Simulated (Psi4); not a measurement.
# SiO2 (SMILES O=[Si]=O) at 4 levels

Aim: a comparison of 4 runs (HF/3-21G, B3LYP/6-31G*, TPSSh/cc-pVTZ, wB97X-V/cc-pVTZ) of SiO2. 

Program for the calculation: Psi4 1.11.

1 further run of the same task is left out (it didn't finish).

## 1. The system as given

SiO2: 3 atoms, total charge 0, spin state singlet. SMILES: `O=[Si]=O`. One bond was lengthened or shortened from a relaxed shape.

Bond lengths: O1–Si2 1.958 Å, Si2–O3 1.506 Å. Angles: O1–Si2–O3 180.0°.

## 2. A single-point energy at HF/3-21G (run 1)

File o2si.json:

```json
{
  "schema_name": "qcschema_input",
  "schema_version": 1,
  "molecule": {
    "schema_name": "qcschema_molecule",
    "schema_version": 2,
    "symbols": ["O", "Si", "O"],
    "geometry": [1.71405529, 3.02064595, 1.27438972, -1.89e-05, 0.0, 0.0, -1.31851861, -2.32362614, -0.98031432],
    "molecular_charge": 0,
    "molecular_multiplicity": 1,
    "fix_symmetry": "c1",
    "fix_com": true,
    "fix_orientation": true
  },
  "driver": "energy",
  "model": {
    "method": "scf",
    "basis": "3-21G"
  },
  "keywords": {
    "puream": true,
    "e_convergence": 1e-09,
    "d_convergence": 1e-08,
    "scf_type": "pk"
  }
}
```

Run with:

```console
psi4 --qcschema o2si.json -n 1 --memory 2200MB
```

stdout:

```text
[...]
  Running in c1 symmetry.
[...]
  Nuclear repulsion =   79.408136930607810
[...]
  Multiplicity = 1
[...]
  Nalpha       = 15
  Nbeta        = 15
[...]
    Number of basis functions: 31
[...]
   @RHF iter   1:  -435.79133675387010   -1.08329e+00   2.49235e-02 DIIS/ADIIS
[...]
   @RHF iter  13:  -436.16130911739390   -5.68434e-13   7.39354e-09 DIIS
[...]
    Orbital Energies [Eh]
    ---------------------
    Doubly Occupied:
       1A    -68.401660     2A    -20.480077     3A    -20.470571
       4A     -6.208782     5A     -4.302209     6A     -4.300753
       7A     -4.300753     8A     -1.315492     9A     -1.201784
      10A     -0.623138    11A     -0.514825    12A     -0.514825
      13A     -0.469324    14A     -0.464492    15A     -0.464492
[...]
  @RHF Final Energy:  -436.16130911739390
   => Energetics <=
    Nuclear Repulsion Energy =             79.4081369306078102
    One-Electron Energy =                -763.0725349736223961
    Two-Electron Energy =                 247.5030889256206592
    Total Energy =                       -436.1613091173938983
[...]
 Multipole Moments:
 ------------------------------------------------------------------------------------
     Multipole            Electronic (a.u.)      Nuclear  (a.u.)        Total (a.u.)
 ------------------------------------------------------------------------------------
 L = 1.  Multiply by 2.5417464519 to convert [e a0] to [Debye]
 Dipole X            :         -3.1086873            3.1640288            0.0553415
 Dipole Y            :         -5.4785892            5.5761585            0.0975693
 Dipole Z            :         -2.3114432            2.3526032            0.0411600
 Magnitude           :                                                    0.1194847
[...]
```

The result, in JSON:

```text
{
 "driver": "energy",
 "model": {
  "method": "scf",
  "basis": "3-21G"
 },
 "success": true,
 "return_result": -436.1613091173939,
 "properties": {
  "calcinfo_nbasis": 31,
  "calcinfo_nmo": 31,
  "calcinfo_nalpha": 15,
  "calcinfo_nbeta": 15,
  "calcinfo_natom": 3,
  "nuclear_repulsion_energy": 79.40813693060781,
  "return_energy": -436.1613091173939,
  "scf_one_electron_energy": -763.0725349736224,
  "scf_two_electron_energy": 247.50308892562066,
  "scf_dipole_moment": [0.05534151626115058, 0.09756932794381346, 0.041160027637102026],
  "scf_total_energy": -436.1613091173939,
  "scf_iterations": 13
 }
}
```

Run time: 4.5 s. Hardware: 1 thread of Intel Xeon at 2.50GHz (Skylake/Cascade Lake), shared host; peak memory 0.18 GiB.

## 3. Energy and forces at B3LYP/6-31G(d) (spherical functions) (run 2)

File calc.py:

```python
import psi4

psi4.set_memory(2200000000)
psi4.set_num_threads(1)
psi4.set_output_file('output.dat', False)

geom = psi4.geometry("""
0 1
O      0.907039     1.598457     0.674378
Si    -0.000010     0.000000     0.000000
O     -0.697730    -1.229610    -0.518760
symmetry c1
no_reorient
no_com
""")

psi4.set_options({
    'reference': 'rks',
    'puream': True,
    'e_convergence': 1e-09,
    'd_convergence': 1e-08,
    'scf_type': 'pk',
    'dft_radial_points': 99,
    'dft_spherical_points': 590,
})

energy_value, wavefunction = psi4.gradient("b3lyp/6-31G*", return_wfn=True)
psi4.oeprop(wavefunction, "WIBERG_LOWDIN_INDICES", "MAYER_INDICES", "QUADRUPOLE", title="B3LYP")
print('gradient / Eh bohr^-1')
print(energy_value.np.round(6))
print(f'energy = {wavefunction.energy():.10f} Eh')
```

Run with:

```console
python calc.py
```

output.dat:

```text
[...]
  Running in c1 symmetry.
[...]
  Nuclear repulsion =   79.408136821326877
[...]
  Multiplicity = 1
[...]
  Nalpha       = 15
  Nbeta        = 15
[...]
    Number of basis functions: 46
[...]
   @RKS iter   1:  -439.34627282805428   -3.49589e-01   2.24865e-02 DIIS/ADIIS
[...]
   @RKS iter  13:  -439.83175952316896   -4.54747e-13   5.02745e-10 DIIS
[...]
    Orbital Energies [Eh]
    ---------------------
    Doubly Occupied:
       1A    -66.244108     2A    -19.191320     3A    -19.190482
       4A     -5.396258     5A     -3.756630     6A     -3.756630
       7A     -3.749662     8A     -0.997916     9A     -0.895924
      10A     -0.482377    11A     -0.383139    12A     -0.382655
      13A     -0.382655    14A     -0.299830    15A     -0.299830
[...]
  @RKS Final Energy:  -439.83175952316896
   => Energetics <=
    Nuclear Repulsion Energy =             79.4081368213268775
    One-Electron Energy =                -765.7526573890596637
    Two-Electron Energy =                 277.1436166639193175
    DFT Exchange-Correlation Energy =     -30.6308556193554189
    Empirical Dispersion Energy =           0.0000000000000000
    VV10 Nonlocal Energy =                  0.0000000000000000
    Total Energy =                       -439.8317595231689552
[...]
  -Total Gradient:
     Atom            X                  Y                   Z
    ------   -----------------  -----------------  -----------------
       1        0.063870068826     0.112555390655     0.047486373691
       2       -0.071551096071    -0.126091425203    -0.053197128122
       3        0.007681314041     0.013536541387     0.005710968137
[...]
 Multipole Moments:
 ------------------------------------------------------------------------------------
     Multipole            Electronic (a.u.)      Nuclear  (a.u.)        Total (a.u.)
 ------------------------------------------------------------------------------------
 L = 1.  Multiply by 2.5417464519 to convert [e a0] to [Debye]
 Dipole X            :         -3.3053885            3.1640289           -0.1413596
 Dipole Y            :         -5.8252359            5.5761585           -0.2490774
 Dipole Z            :         -2.4576903            2.3526032           -0.1050871
 Magnitude           :                                                    0.3050663
 L = 2.  Multiply by 1.3450342976 to convert [e a0^2] to [Debye ang]
 Quadrupole XX       :        -54.6596873           37.4118150          -17.2478723
 Quadrupole XY       :        -69.3827853           65.9303880           -3.4523973
[...]
```

The script printed:

```text
gradient / Eh bohr^-1
[[ 0.06387   0.112555  0.047486]
 [-0.071551 -0.126091 -0.053197]
 [ 0.007681  0.013537  0.005711]]
energy = -439.8317595232 Eh
```

Wall time 14 s (1 thread of Intel Xeon at 2.50GHz (Skylake/Cascade Lake), shared host); peak memory 0.4 GiB.

Run 3 isn't shown in full; the table further down has it.

## 4. A single-point energy at wB97X-V/cc-pVTZ (run 4)

File o2si.dat:

```
memory 2200 MB

molecule {
  0 1
  O      0.907039     1.598457     0.674378
  Si    -0.000010     0.000000     0.000000
  O     -0.697730    -1.229610    -0.518760
  symmetry c1
  no_reorient
  no_com
}

set basis cc-pVTZ
set puream true
set e_convergence 1e-09
set d_convergence 1e-08
set scf_type pk
set dft_radial_points 99
set dft_spherical_points 590

energy_value, wavefunction = energy("wb97x-v", return_wfn=True)
```

Run with:

```console
psi4 -i o2si.dat -o o2si.out -n 1
```

o2si.out:

```text
[...]
  Running in c1 symmetry.
[...]
  Nuclear repulsion =   79.408136821326877
[...]
  Multiplicity = 1
[...]
  Nalpha       = 15
  Nbeta        = 15
[...]
    Number of basis functions: 94
[...]
   @RKS iter   1:  -439.37282065239634   -7.78473e-01   1.06615e-02 DIIS/ADIIS
[...]
   @RKS iter  13:  -439.80803370728671   -2.89901e-12   1.96232e-09 DIIS
[...]
    Orbital Energies [Eh]
    ---------------------
    Doubly Occupied:
       1A    -66.284234     2A    -19.258461     3A    -19.258102
       4A     -5.513864     5A     -3.867422     6A     -3.867422
       7A     -3.856951     8A     -1.127845     9A     -1.028266
      10A     -0.595024    11A     -0.495181    12A     -0.495181
      13A     -0.482233    14A     -0.414161    15A     -0.414161
[...]
  @RKS Final Energy:  -439.80803370728671
   => Energetics <=
    Nuclear Repulsion Energy =             79.4081368213268775
    One-Electron Energy =                -765.6481449002315003
    Two-Electron Energy =                 274.1341607289528497
    DFT Exchange-Correlation Energy =     -27.8284471695303317
    Empirical Dispersion Energy =           0.0000000000000000
    VV10 Nonlocal Energy =                  0.1262608121952865
    Total Energy =                       -439.8080337072867110
[...]
 Multipole Moments:
 ------------------------------------------------------------------------------------
     Multipole            Electronic (a.u.)      Nuclear  (a.u.)        Total (a.u.)
 ------------------------------------------------------------------------------------
 L = 1.  Multiply by 2.5417464519 to convert [e a0] to [Debye]
 Dipole X            :         -3.3242338            3.1640289           -0.1602048
 Dipole Y            :         -5.8584397            5.5761585           -0.2822812
 Dipole Z            :         -2.4716993            2.3526032           -0.1190961
 Magnitude           :                                                    0.3457342
[...]
```

Run time: 75 s. Hardware: 1 thread of Intel Xeon at 2.50GHz (Skylake/Cascade Lake), shared host; peak memory 1 GiB.

## 5. The series

```tsv
run	level	task	integration grid	energy (Eh)	dipole moment (D)	HOMO energy (eV)	LUMO energy (eV)	wall time
1	HF/3-21G	energy	–	-436.161309	0.30	-12.64	0.95	4.5 s
2	B3LYP/6-31G* (spherical functions)	gradient	99 radial × 590 angular	-439.831760	0.78	-8.16	-4.52	14 s
3	TPSSh/cc-pVTZ	gradient	99 radial × 590 angular	-439.933538	0.92	-7.93	-4.93	80 s
4	wB97X-V/cc-pVTZ	energy	99 radial × 590 angular	-439.808034	0.88	-11.27	-2.19	75 s
```

## 6. Summary of results

| quantity | value |
| --- | --- |
| run 4: total energy | -439.80803 Eh |
| run 4: dipole moment | 0.88 D |
| run 4: HOMO energy | -11.27 eV |
| run 4: LUMO energy | -2.19 eV |
| run 4: HOMO–LUMO gap | 9.08 eV |

The dipole moment (its size) runs from 0.30 D (HF/3-21G) to 0.92 D (TPSSh/cc-pVTZ). The two ends differ in method and basis. The two dipoles point in opposite directions. The HOMO–LUMO gap runs from 3.01 eV (TPSSh/cc-pVTZ) to 13.59 eV (HF/3-21G). Totals of different functionals can't be ranked against each other. All runs together took 2.9 min, the longest 80 s.
